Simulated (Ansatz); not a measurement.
The first iterations of a band of H₅NSi (7 atoms, charge 0, multiplicity 1).

All numbers below come from RKS PBE0-D4/def2-SVP (Ansatz 0.2.0).

```
movable images  : 7
climbing image  : yes
spring          : 5.0 eV/Å²
optimiser       : quadratic models (default)
start path      : through a guess of the saddle point
force threshold : 0.2 eV/Å
iteration limit : 60
end points      : relaxed
```

First end point:

```xyz
7
Properties=species:S:1:pos:R:3
Si 0.378 -0.002 0.127
N 0.844 -0.172 1.787
H 0.128 -0.323 2.488
H 1.574 0.428 2.155
H 1.621 -0.015 -0.702
H -0.379 1.246 -0.236
H -0.493 -1.162 -0.233
```

Last end point:

```xyz
7
Properties=species:S:1:pos:R:3
Si 0.174 0.424 -0.500
N 1.105 -0.096 1.262
H 0.459 -0.463 1.961
H 1.577 0.715 1.665
H 1.819 -0.804 1.090
H -0.890 1.145 0.343
H -0.570 -0.920 -0.436
```

| iteration | highest image above the first end (eV) | largest band force component (eV/Å) |
| --- | --- | --- |
| 1 | 5.054 | 5.179 |
| 2 | 3.682 | 2.937 |
| 3 | 3.211 | 1.943 |
| 4 | 2.979 | 1.026 |

Problem. Does the band converge within its limit, and where does its top end?

Solution. The run converged. It ended after 12 iterations with the highest image 2.965 eV above the first end. The threshold of 0.2 eV/Å is loose, so the images may lie well off the minimum-energy path. Neighbouring images differ by up to 1.4 eV, so the band resolves the path poorly. Another band between the same ends (7 images) ends at a top of the same energy, where a vibrational analysis finds 1 clearly imaginary mode. The orbitals stay closed-shell, which can raise the energy where a bond breaks towards radicals; this wasn't checked here.

Time of the run: 63 s on 1 thread of Intel(R) Xeon(R) 6975P-C (Granite Rapids), with other jobs on the host, peak memory 0.12 GiB.
